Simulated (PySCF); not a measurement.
ClF5, singlet: computed properties

Method: PBE0/[Cl def2-SVP, F def2-SVP], no relativity, density fitting, PySCF.

The structure is a minimum.

```xyz
6
charge 0 multiplicity 1, angstrom
Cl    0.0000    0.0000   -0.3178
F     0.0000    0.0000    1.3218
F     1.6778    0.0000   -0.1844
F     0.0000    1.6778   -0.1844
F    -1.6778    0.0000   -0.1844
F     0.0000   -1.6778   -0.1844
```

* Point group: C4v
* Bond lengths: Cl–F 1.640 Å, Cl–F 1.683 Å (×4)
* Bond angles: F–Cl–F 85.5° (×4), F–Cl–F 89.6° (×4), F–Cl–F 170.9° (×2)
* Atomisation energy without zero-point energy: 615 kJ/mol
* Dipole moment: 0.98 D
* Highest occupied level: -10.74 eV
* Principal polarisabilities: 17.4, 30.9, 30.9 bohr³
* Principal quadrupole moments (Buckingham, traceless) about the centre of mass: -2.49, -2.49, 4.97 D Å
* Zero-point energy: 35.8 kJ/mol
* Lowest empty level: -4.35 eV
* Rotational constants: 0.1152, 0.1152, 0.0788 cm⁻¹
* Heat capacity Cp at 298.15 K: 96.4 J/(mol K)
* Entropy at 298.15 K and 1 bar: 311.0 J/(mol K)
* Enthalpy at 298.15 K above 0 K: 18.00 kJ/mol
* Rotational symmetry number: 4

Harmonic modes (masses in u: Cl 34.969, F 18.998):
| symmetry | ω (cm⁻¹) | IR (km/mol, summed over degenerate members) |
| --- | --- | --- |
| b1 | 274 | 0.0 |
| e | 290 | 0.0 |
| b2 | 358 | 0.0 |
| e | 474 | 0.6 |
| a1 | 486 | 41.2 |
| b1 | 505 | 0.0 |
| a1 | 543 | 4.8 |
| a1 | 723 | 83.2 |
| e | 785 | 915 |

In C4v the vibrations span 2b1 + 3e + b2 + 3a1. The b1, b2 modes carry no infrared intensity, as symmetry demands.

Charges (e):
```tsv
atom	Mulliken	Löwdin	polar tensor	Mayer order to Cl1
Cl1	1.35	1.44	2.75	–
F2	-0.18	-0.21	-0.41	0.78
F3,4,5,6	-0.29	-0.31	-0.59	0.78
```

Mulliken populations on Cl1: s 5.86, p 9.27, d 0.52.

Counting electrons, chlorine keeps 2 of its valence electrons outside its bonds, so the VSEPR class is AX5E1 and the expected shape is square pyramidal (C4v), as computed.

The final relaxation and frequency run took roughly 80 core-seconds on a shared host.
